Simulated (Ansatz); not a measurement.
**BH5S (B(H2S)H3): the energy, rung by rung**

BH5S: 7 atoms, total charge 0, spin state singlet. SMILES: `[H]B([H])([H])<-S`. Geometry: relaxed at GFN2-xTB.

```xyz
7

B     0.1276   -0.2172   -0.8171
S     0.1341   -0.2313    1.2224
H     0.5062    1.0375    1.4150
H    -1.1544    0.0677    1.4148
H     1.2802   -0.2170   -1.0756
H    -0.4530    0.7796   -1.0818
H    -0.4407   -1.2192   -1.0778
```

Quantity: the energy change with the B1–S2 bond stretched from 2.040 to 5.099 Å, in eV. The values are calculated.

| level | kind | program | value (eV) | less FCI/STO-3G | CPU time (all runs) |
| --- | --- | --- | --- | --- | --- |
| BLYP/STO-3G (restricted) | GGA | Ansatz | 2.21 | +0.26 | 2 s |
| r2SCAN0/STO-3G (restricted) | hybrid meta-GGA | Ansatz | 2.33 | +0.38 | 4.7 s |
| HSE06/STO-3G (restricted) | range-separated hybrid | Ansatz | 2.37 | +0.42 | 2.4 s |
| wB97M-V/STO-3G (restricted) | range-separated hybrid | Ansatz | 2.29 | +0.34 | 32 s |
| wB97X/STO-3G (restricted) | range-separated hybrid | Ansatz | 2.19 | +0.24 | 8.5 s |
| B2PLYP/STO-3G (restricted) | double hybrid | Ansatz | 2.09 | +0.14 | 2.6 s |
| MP2/STO-3G (restricted) | perturbation theory | Ansatz | 1.92 | -0.03 | 0.16 s |
| FCI/STO-3G | exact in the basis | Ansatz | 1.95 | 0.00 | 22 s |

FCI/STO-3G is exact within its basis and frozen core, so for wave-function methods in that basis the difference is their error; functionals converge differently with the basis, so for them it is only a difference. The first shape isn't each level's own minimum. The values span 1.92 to 2.37 eV. All rows use very small basis sets, so even the best lies far from the true value. CPU times are rough (shared hosts, several kinds of processor): they show what a rung costs within a factor of a few.
